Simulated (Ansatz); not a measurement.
# AlC+ (triplet): wave-function methods side by side, def2-QZVPP

The task here is to estimate one member of a computed series from the others.

Method: def2-QZVPP, core rule «outside noble gas», up to 6 orbitals frozen; program: Ansatz 0.2.0, Gaussian basis.

Plan: UHF; ROHF; CCSD(T) on UHF.

2 further runs of the same task are left out: 2 set aside as unsound or not needed.

## The geometry

The geometry is a PBE0/def2-TZVP stationary point (not a proven minimum) of the parent state, kept for this charge and spin.

2 atoms, charge 1, spin multiplicity 3.

Atoms are counted from 1 here; the program's logs count them from 0.

Bond lengths: Al1–C2 1.956 Å.

Set-up of the first run:

Input file in.yaml:

```yaml
crystal:
  periodic: [false, false, false]
  atoms:
    - {symbol: Al, position_ang: [0.000000, 0.000000, 0.000000]}
    - {symbol: C, position_ang: [0.000000, 0.000000, 1.955903]}
basis:
  gaussian: {orbitals: "def2-QZVPP.json"}
total_charge: 1
magnetization: {spin_polarized: true, initial_magnetization: 2}
hamiltonian: {xc: hf}
output: {orbitals: {seedname: orbitals}}
```

Run with:

```bash
> ansatz run in.yaml --threads 1 --pin off --events-out ev --progress --plain --max-ram 2393MiB
```

Among the steps run: UHF; ROHF; CCSD(T) on UHF.

One table of the session follows, with a row left open; its other results are not shown here.

| method | from UCCSD(T) (meV) |
| --- | --- |
| ROHF | +5022.4 |
| UHF | +3799.7 |
| UMP2 | +953.7 |
| UCCSD | ? |
| UCCSD(T) | 0 |

Estimate the missing values for UCCSD.

The run gave: from UCCSD(T) (meV): +225.4. In the column «from UCCSD(T) (meV)» it lies between UCCSD(T) (0) and UMP2 (+953.7).

Limits of these values: The determinant is far from a pure spin state, so its energy mixes those of several spin states (harmless only where they are near-degenerate, as at dissociation).
